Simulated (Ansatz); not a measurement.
**BN+ (doublet): wave-function methods side by side, def2-TZVPP**

An exercise on one series of results from a longer session: the logs are not shown, and one member is left open.

The runs use Ansatz 0.2.0, Gaussian basis; def2-TZVPP, core rule «outside noble gas», up to 2 orbitals frozen.

The runs, in order: UHF; ROHF; CCSD(T) on UHF.

**The geometry**

The geometry is a PBE0/def2-TZVP stationary point (not a proven minimum) of the parent state, kept for this charge and spin.

2 atoms, charge 1, spin multiplicity 2.

Atoms are counted from 1 here; the program's logs count them from 0.

Bond lengths: B1–N2 1.435 Å.

Geometry (Å):

```
B     0.00000    0.00000    0.00000
N     0.00000    0.00000    1.43510
```

The first run:

in.yaml reads:

```yaml
crystal:
  periodic: [false, false, false]
  atoms:
    - {symbol: B, position_ang: [0.000000, 0.000000, 0.000000]}
    - {symbol: N, position_ang: [0.000000, 0.000000, 1.435100]}
basis:
  gaussian: {orbitals: def2-TZVPP}
total_charge: 1
magnetization: {spin_polarized: true, initial_magnetization: 1}
hamiltonian: {xc: hf}
output: {orbitals: {seedname: orbitals}}
```

On the command line:

```
ansatz run in.yaml --threads 1 --pin off --events-out ev --progress --plain --max-ram 4096MiB --backend cpu
```

Steps of the session up to this table: UHF; ROHF; CCSD(T) on UHF.

One table of the session follows, with a row left open; its other results are not shown here.

| method | from UCCSD(T) (meV) |
| --- | --- |
| ROHF | +7322.9 |
| UHF | +5015.9 |
| UMP2 | +910.7 |
| UCCSD | ? |
| UCCSD(T) | 0 |

Q: Estimate the row for UCCSD from the others.

**Answer.** from UCCSD(T) (meV): +214.9. In the column «from UCCSD(T) (meV)» it lies between UCCSD(T) (0) and UMP2 (+910.7).

The program flags UCCSD(T) as in doubt (see the logs), so the zero of the table is itself unsure.

To keep in mind: The determinant is far from a pure spin state, so its energy mixes those of several spin states (harmless only where they are near-degenerate, as at dissociation). The program flags UCCSD(T) as in doubt, so the zero of the table is itself unsure.
